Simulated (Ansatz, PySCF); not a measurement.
System: C4H6, charge 0, singlet. C4H6 (SMILES C=CC=C).
B3LYP-D3(BJ)/def2-TZVP minimum from Ansatz (a first-principles code):
```xyz
10

C      0.5975     1.7431     0.0042
C      0.5995     0.4091     0.0007
C     -0.5995    -0.4091    -0.0007
C     -0.5975    -1.7431    -0.0042
H      1.5168     2.3130     0.0051
H     -0.3292     2.3053     0.0062
H      1.5464    -0.1238    -0.0012
H     -1.5464     0.1238     0.0012
H      0.3292    -2.3053    -0.0062
H     -1.5168    -2.3130    -0.0051
```

Property: enthalpy of formation at 298 K (by atomisation, with ideal-gas terms from PySCF's Hessian at B3LYP-D3(BJ)/def2-TZVP and the atoms' measured values of the G2/97 table; no spin-orbit terms), in kJ/mol. Radicals and triplets start from unrestricted determinants; spin-orbit coupling is neglected. CBS(X,Y): correlation extrapolated as X^-3, Hartree-Fock from the larger set. A bracket is a step between two methods taken in the basis named. The functionals are non-relativistic, so their misses hold any scalar relativity. Double hybrids freeze cores in their MP2 part. 'core' is core correlation in cc-pwCVTZ, 'X2C' scalar relativity in cc-pVTZ-DK, both at CCSD(T). Where a partner has so few electrons that a lower coupled-cluster level is exact, that level stands in. The restricted determinant of C4H6 (C=CC=C, singlet) is unstable towards broken spin symmetry in at least one set run.

Measured: 26.3 kcal/mol, 110.0 kJ/mol (G2/97 table in ASE (Curtiss et al.)); atomic spin-orbit terms, which the calculations lack, would raise the computed values.

**Question.** What does PBE/def2-TZVPD (Ansatz) give here, and how do the other levels compare?

**Answer.** PBE gives 23.5 kJ/mol, 86.5 kJ/mol below it. Errors of the others: r2SCAN/def2-TZVPD (Ansatz) -0.4; B3LYP/def2-TZVPD (Ansatz) 19.4; PBE0/def2-TZVPD (Ansatz) -16.7; wB97M-V/def2-TZVPD (Ansatz) 6.5; B2PLYP/def2-TZVPD (Ansatz) 47.0; CCSD(T)/CBS(cc-pVTZ,cc-pVQZ) + core + X2C (Ansatz) 0.1; CCSD(T)/CBS(cc-pVTZ,cc-pVQZ) + [CCSDT(Q) - CCSD(T)]/cc-pVDZ + core + X2C (Ansatz) -3.1 kJ/mol.
